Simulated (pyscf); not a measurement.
Optimised with ωB97X-D3(BJ)/def2-SVP in PySCF.

Question: How much does it cost (ΔH, 298 K, ωB97M-D3(BJ)/def2-TZVP) to split H₂N–Ti(F)(F)–F (SMILES [NH2][Ti]([F])([F])[F]) at its N–Ti bond into NH₂• + [F–Ti(F)–F]•?

Answer: N–Ti to NH₂• + [F–Ti(F)–F]•: 3.39 eV. The 7 functionals that were run give +3.28 (M06-2X) to +3.84 eV (PBE). The radicals are drawn with the spin at the cut bond; how far it spreads was not checked. Open-shell species with a d-block atom are single-reference here; other states, and whether the spin sits on metal or ligand, were not checked.
